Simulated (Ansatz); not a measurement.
# Al₂H₃O− (SMILES [O-][AlH][AlH2]): one structure at several levels

How do the functionals fare away from a minimum? The structure is a structure displaced at random from a GFN2-xTB minimum.

Computed with Ansatz 0.2.0, Gaussian basis. Level: single points in def2-TZVPPD.

Correlated methods freeze the cores. B3LYP uses VWN-RPA correlation.

## Step 1: Where the work starts

SMILES `[O-][AlH][AlH2]`, 6 atoms, charge -1, spin multiplicity 1.

Atoms are counted from 1 here; the program's logs count them from 0.

Bond lengths: O1–Al2 1.570 Å, Al2–Al3 2.533 Å, Al2–H4 1.683 Å, Al3–H5 1.632 Å, Al3–H6 1.619 Å. Angles: O1–Al2–Al3 146.5°, O1–Al2–H4 130.6°, Al3–Al2–H4 82.9°, Al2–Al3–H5 116.4°, Al2–Al3–H6 140.0°, H5–Al3–H6 103.6°.

Coordinates:

```xyz
6
Al2H3O
O    -1.2792   -2.3888    1.0895
Al   -0.6329   -1.2544    0.2175
Al    0.4585    1.0317    0.1986
H    -0.3700   -1.1642   -1.4426
H     0.9199    1.6040   -1.2580
H     0.9324    2.1877    1.2289
```

## Step 2: CCSD(T)/def2-TZVPPD

run/in.yaml reads:

```yaml
crystal:
  periodic: [false, false, false]
  atoms:
    - {symbol: O, position_ang: [-1.279200, -2.388800, 1.089500]}
    - {symbol: Al, position_ang: [-0.632900, -1.254400, 0.217500]}
    - {symbol: Al, position_ang: [0.458500, 1.031700, 0.198600]}
    - {symbol: H, position_ang: [-0.370000, -1.164200, -1.442600]}
    - {symbol: H, position_ang: [0.919900, 1.604000, -1.258000]}
    - {symbol: H, position_ang: [0.932400, 2.187700, 1.228900]}
basis:
  gaussian: {orbitals: "def2-TZVPPD.json"}
total_charge: -1
correlation: {method: ccsd_t}
output: {forces: true}
```

The basis file named in the input lies beside it (Basis Set Exchange, JSON).

The command line of these runs was not kept.

## Step 3: PBE0-D4/def2-TZVPPD

run/in.yaml: that of step 2 with these lines changed.

```diff
@@ -12,3 +12,3 @@
 total_charge: -1
-correlation: {method: ccsd_t}
-output: {forces: true}
+hamiltonian: {xc: pbe0, dispersion: d4}
+output: {forces: true, orbitals: {seedname: orbitals}}
```

## Step 4: wB97M-V/def2-TZVPPD

run/in.yaml: that of step 3 with these lines changed.

```diff
@@ -12,3 +12,3 @@
 total_charge: -1
-hamiltonian: {xc: pbe0, dispersion: d4}
-output: {forces: true, orbitals: {seedname: orbitals}}
+hamiltonian: {xc: {name: wB97M-V}}
+output: {forces: true}
```

## Step 5: r2SCAN-D4/def2-TZVPPD

run/in.yaml: that of step 4 with these lines changed.

```diff
@@ -12,3 +12,3 @@
 total_charge: -1
-hamiltonian: {xc: {name: wB97M-V}}
+hamiltonian: {xc: r2scan, dispersion: d4}
 output: {forces: true}
```

## Step 6: PBE-D4/def2-TZVPPD

run/in.yaml: that of step 5 with these lines changed.

```diff
@@ -12,3 +12,3 @@
 total_charge: -1
-hamiltonian: {xc: r2scan, dispersion: d4}
+hamiltonian: {xc: pbe, dispersion: d4}
 output: {forces: true}
```

## Step 7: B3LYP-D4/def2-TZVPPD

run/in.yaml: that of step 6 with these lines changed.

```diff
@@ -12,3 +12,3 @@
 total_charge: -1
-hamiltonian: {xc: pbe, dispersion: d4}
+hamiltonian: {xc: {name: B3LYP}, dispersion: d4}
 output: {forces: true}
```

## Step 8: r2SCAN0-D4/def2-TZVPPD

run/in.yaml: that of step 7 with these lines changed.

```diff
@@ -12,3 +12,3 @@
 total_charge: -1
-hamiltonian: {xc: {name: B3LYP}, dispersion: d4}
+hamiltonian: {xc: {name: r2SCAN0}, dispersion: d4}
 output: {forces: true}
```

(Steps that only read results are left out.)

**Question.** What will these runs give? Wanted: RMS force component; RMS force error; HOMO and LUMO, PBE0-D4; T1 diagnostic.

**Answer**, as computed:

```
              quantity                                                                                               value
   RMS force component                                                                0.905 to 1.224 eV/Å over the methods
       RMS force error  PBE0-D4 0.192, wB97M-V 0.180, r2SCAN-D4 0.101, PBE-D4 0.130, B3LYP-D4 0.128, r2SCAN0-D4 0.277 eV/Å
HOMO and LUMO, PBE0-D4                                                                                   -1.35 and 1.54 eV
         T1 diagnostic                                                                                               0.023
```

The forces of r2SCAN-D4 come nearest to CCSD(T), those of r2SCAN0-D4 are farthest. Frozen-core CCSD(T) forces in triple zeta carry basis errors of their own, and this is one geometry, so small gaps rank nothing. The restricted Hartree–Fock reference is unstable towards an unrestricted one at one or more of these structures.
